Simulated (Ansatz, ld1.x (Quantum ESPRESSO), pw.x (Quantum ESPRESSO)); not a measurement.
# From atom to crystal: RRKJ potential for Sc

```json
{"Element": "scandium", "Generator": "ld1.x (Quantum ESPRESSO) 7.5", "Type": "norm-conserving RRKJ (Kleinman–Bylander form)", "Functional": "LDA (PW92)", "Relativity": "scalar-relativistic", "Frozen core": "[Ar]", "Valence charge": "3", "Reference configuration": "3d1 4s2 4p0", "Partial waves": "4p (bound, empty): rc 4.20 bohr; 3d (bound): rc 1.45 bohr; 4s (bound): rc 3.15 bohr", "Local potential": "the s channel", "Core correction": "Bessel-smoothed model core, default radius (core density twice the valence density)"}
```

Atomic tests: cutoffs needed: 60 Ry and 70 Ry (the cutoffs (Ry, on a coarse ladder) from which the occupation-weighted sum of valence levels, in a spherical-Bessel basis at the reference potential, stays within 10 and 1 mRy of its value at 400 Ry); ghost test: no extra level below or beside the all-electron valence levels (p, d, s, f tested) (spherical-Bessel basis up to 400 Ry, 20 bohr box); largest excitation error: -436 meV (all-electron minus pseudo) for 3d0 4s2 4p1, out of 7 test configurations.

Crystal test: fcc Sc in pw.x 7.5, no spin, 13³ k-points, Fermi–Dirac smearing 0.01 Ry, cutoffs 85/340 Ry. The lattice is a test structure that the element need not adopt, and mesh and smearing are coarse.

pw.x input:

```
&control
  calculation='scf', prefix='x', pseudo_dir='./', outdir='./tmp', tstress=.true., disk_io='low'
/
&system
  ibrav=0, nat=1, ntyp=1, ecutwfc=85, ecutrho=340, nbnd=8,
  occupations='smearing', smearing='fd', degauss=0.01
/
&electrons
  conv_thr=1e-09, mixing_beta=0.4, electron_maxstep=70
/
ATOMIC_SPECIES
Sc 1.0 Sc.UPF
CELL_PARAMETERS angstrom
  0.00000000 2.24252665 2.24252665
  2.24252665 0.00000000 2.24252665
  2.24252665 2.24252665 0.00000000
ATOMIC_POSITIONS crystal
Sc 0.0000 0.0000 0.0000
K_POINTS automatic
13 13 13 0 0 0
```

```bash
pw.x < Sc.scf.in > Sc.scf.out
```

Question: How does the run end?

Answer: It converges; the pressure is 2.95 GPa against 0.00 GPa from all-electron LAPW. The largest radius (4.20 bohr) exceeds half the bond length (3.00 bohr), so the spheres overlap, which is one possible source of error among others. This is a poor potential for the solid. The log shows:

```
Message from routine setup:
     using ibrav=0 with symmetry is DISCOURAGED, use correct ibrav instead
     lattice parameter (alat)  =       5.9931  a.u.
     unit-cell volume          =     152.2087 (a.u.)^3
     number of electrons       =         3.00
     number of Kohn-Sham states=            8
     kinetic-energy cutoff     =      85.0000  Ry
     charge density cutoff     =     340.0000  Ry
     scf convergence threshold =      1.0E-09
     Exchange-correlation= PW
     number of k points=    84  Fermi-Dirac smearing, width (Ry)=  0.0100
     iteration #  1     ecut=    85.00 Ry     beta= 0.40
     total energy              =     -10.83232055 Ry
     estimated scf accuracy    <       0.00408884 Ry
     iteration #  2     ecut=    85.00 Ry     beta= 0.40
     total energy              =     -10.83242821 Ry
     estimated scf accuracy    <       0.00066554 Ry
     iteration #  3     ecut=    85.00 Ry     beta= 0.40
     total energy              =     -10.83249184 Ry
     estimated scf accuracy    <       0.00004946 Ry
     iteration #  4     ecut=    85.00 Ry     beta= 0.40
     total energy              =     -10.83249545 Ry
     estimated scf accuracy    <       0.00000215 Ry
     iteration #  5     ecut=    85.00 Ry     beta= 0.40
     total energy              =     -10.83249611 Ry
     estimated scf accuracy    <       0.00000078 Ry
     iteration #  6     ecut=    85.00 Ry     beta= 0.40
     the Fermi energy is     5.5416 ev
!    total energy              =     -10.83249625 Ry
     estimated scf accuracy    <          3.0E-10 Ry
     smearing contrib. (-TS)   =      -0.00784065 Ry
     The total energy is F=E-TS. E is the sum of the following terms:
     one-electron contribution =       3.40782154 Ry
     hartree contribution      =       0.04087666 Ry
     xc contribution           =      -9.40477381 Ry
     ewald contribution        =      -4.86857998 Ry
     convergence has been achieved in   6 iterations
          total   stress  (Ry/bohr**3)                   (kbar)     P=       29.49
```
